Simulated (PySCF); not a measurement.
Reaction (SMILES): FSF + 2 [H][H] (H2) → 2 F (HF) + S (H2S)
B3LYP-D3(BJ)/def2-TZVP geometries, fixed; electronic energies without zero-point terms.

Basis-set convergence of the energy of full hydrogenation at PBE with PySCF. All functions are spherical. Density fitting with generated auxiliary sets. No added dispersion term, no relativity. Functions are those of the species that has most. Reference: the value in aug-pcseg-3, -64.28 kcal/mol, itself unsure by roughly 0.15 kcal/mol (its mean distance from aug-cc-pV(Q+d)Z, def2-QZVPPD, pcseg-3). Deviations are taken from unrounded values.

```csv
basis,functions,energy of full hydrogenation (kcal/mol)
def2-SVP,46,-62.49
def2-SVPD,73,-79.24
pcseg-1,46,-66.45
aug-pcseg-1,73,-74.91
cc-pV(D+d)Z,51,-59.68
aug-cc-pV(D+d)Z,78,-72.67
6-311G**,62,-70.86
6-311+G**,74,-79.36
pcseg-2,94,-65.43
aug-pcseg-2,142,-65.62
cc-pV(T+d)Z,99,-60.21
aug-cc-pV(T+d)Z,147,-65.17
def2-TZVP,99,-60.11
def2-TZVPD,126,-63.72
def2-TZVPP,104,-63.33
def2-TZVPPD,131,-65.73
cc-pV(Q+d)Z,174,-62.05
aug-cc-pV(Q+d)Z,249,-64.47
def2-QZVPP,184,-63.71
def2-QZVPPD,211,-64.52
pcseg-3,184,-64.31
aug-pcseg-3,259,-64.28
```

What the diffuse functions change, pair by pair:
- def2-SVP to def2-SVPD: 27 more functions, deviation 1.79 to -14.96 kcal/mol
- pcseg-1 to aug-pcseg-1: 27 more functions, deviation -2.16 to -10.62 kcal/mol
- cc-pV(D+d)Z to aug-cc-pV(D+d)Z: 27 more functions, deviation 4.60 to -8.39 kcal/mol
- 6-311G** to 6-311+G**: 12 more functions, deviation -6.58 to -15.08 kcal/mol
- pcseg-2 to aug-pcseg-2: 48 more functions, deviation -1.15 to -1.34 kcal/mol
- cc-pV(T+d)Z to aug-cc-pV(T+d)Z: 48 more functions, deviation 4.07 to -0.89 kcal/mol
- def2-TZVP to def2-TZVPD: 27 more functions, deviation 4.18 to 0.56 kcal/mol
- def2-TZVPP to def2-TZVPPD: 27 more functions, deviation 0.95 to -1.45 kcal/mol
- cc-pV(Q+d)Z to aug-cc-pV(Q+d)Z: 75 more functions, deviation 2.23 to -0.18 kcal/mol
- def2-QZVPP to def2-QZVPPD: 27 more functions, deviation 0.58 to -0.23 kcal/mol
- pcseg-3 to aug-pcseg-3: 75 more functions, deviation -0.02 to 0.00 kcal/mol

Leaving out the reference's own pair, they bring the value nearer the reference by more than 0.15 kcal/mol in 4 of 10 pairs.
